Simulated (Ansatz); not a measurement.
CH5AlO, SMILES `C[O][AlH2]` at its PBE0-D4/def2-TZVP geometry, where that method's forces vanish. The species carries charge 0 and has multiplicity 1.

```xyz
8

C     1.0685   -0.0402    0.6694
O    -0.3190    0.0742    0.5512
Al   -1.3908    0.0625   -0.7503
H     1.4790    0.8499    1.1574
H     1.5666   -0.1558   -0.3020
H     1.3233   -0.9081    1.2866
H    -0.8090   -0.1110   -2.2149
H    -2.9187    0.2286   -0.3975
```

(1) What forces (eV/Å) does PBE-D4/def2-TZVPP give on these atoms in Ansatz? (An estimate is asked.)

## Answers

(1) Computed: 
```
C1   0.236 -0.021 -0.002
O2  -0.264  0.048  0.300
Al3 -0.225 -0.003 -0.277
H4   0.103  0.186  0.110
H5   0.133 -0.027 -0.201
H6   0.070 -0.182  0.138
H7   0.052 -0.013 -0.111
H8  -0.105  0.013  0.045
```
